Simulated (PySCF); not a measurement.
1,1-dichloro-2,2-difluoroethane, C2H2Cl2F2.
Cartesian coordinates in Å at the PBE0-D3(BJ)/def2-TZVP level; atoms count from 1:
```xyz
8
C2H2Cl2F2 angstrom
F     -0.8980    0.9563   -1.1418
C     -0.6054    0.4966    0.0844
F     -0.2468    1.5452    0.8553
C      0.5429   -0.5038    0.0444
Cl     1.9710    0.1910   -0.7054
Cl    -0.0022   -1.9676   -0.7771
H     -1.4988    0.0315    0.5137
H      0.8048   -0.7779    1.0644
```

Linear response at PBE0/aug-cc-pVTZ (PySCF, frozen core in the response, non-relativistic). One conformer (not necessarily the lowest) at the PBE0-D3(BJ)/def2-TZVP geometry, without solvent, vibrations or thermal averaging.

Static isotropic polarisability: 55.69 au (8.25 Å³), principal values 47.0, 55.5, 64.6 au.

Problem. What is the polarisability at 1064 nm and at the sodium D line?

Solution. 56.05 au at 1064 nm (+0.7 %), 56.90 au at 589.3 nm (+2.2 %). The rise at 589.3 nm is 3.34 times that at 1064 nm; a pure ω² law gives 3.26. The lowest singlet lies at 179 nm, shorter than both wavelengths.

Problem. What is the isotropic C6 coefficient between two such molecules, C6 = (3/π)∫α(iω)² dω?

Solution. 1438 au (Eh·bohr⁶) by a ten-point quadrature over imaginary frequencies, which is 860 eV·Å⁶ or 82.9 J·nm⁶/mol.

Problem. Which effective excitation energy ω̄ makes London's formula C6 = (3/4)α²ω̄ exact here?

Solution. ω̄ = 4·C6/(3α²) = 0.619 Eh = 16.8 eV. A one-pole form α(ω) = α/(1 − ω²/ω̄²) fitted to the 1064 nm value gives 14.5 eV.

Problem. What n − 1 at the D line would an ideal gas of it have at 273.15 K and 1 atm (2.6868 × 10¹⁹ cm⁻³), by n − 1 = 2π·N·α′?

Solution. 14.23 × 10⁻⁴, a formal value whether or not that pressure can be reached.

Problem. What molar refraction at the D line follows from R = (4π/3)·N_A·α′, with α′ the polarisability volume?

Solution. α′ = 8.43 Å³ gives R = 21.27 cm³/mol, for isolated, non-vibrating species.

Problem. The lowest 10 singlets have (eV, f): 6.94, 0.001; 7.15, 0.027; 7.41, 0.001; 7.63, 0.007; 7.74, 0.013; 7.88, 0.003; 7.94, 0.011; 8.06, 0.029; 8.30, 0.002; 8.51, 0.003. What share of the static polarisability do they carry in the sum over states α = Σ f/ω²?

Solution. 1.22 au, 2.2 % of α; the largest term, 0.40 au, is that of the state at 7.15 eV. Their oscillator strengths add up to 0.10. Higher states carry the rest.

Problem. How many electrons N does the Slater–Kirkwood formula C6 = (3/4)·√N·α^(3/2) need to give this C6?

Solution. N = (4·C6/3)²/α³ = 21.3; the species has 66 electrons in all.

Time: 55 s (with the writing of density and orbital grids); peak memory 1.1 GiB. Hardware: one thread of an Intel Xeon Platinum 8559C, no GPU, shared host with 192 logical CPUs at a one-minute load of 23. This is the whole response run at PBE0/aug-cc-pVTZ, SCF included.
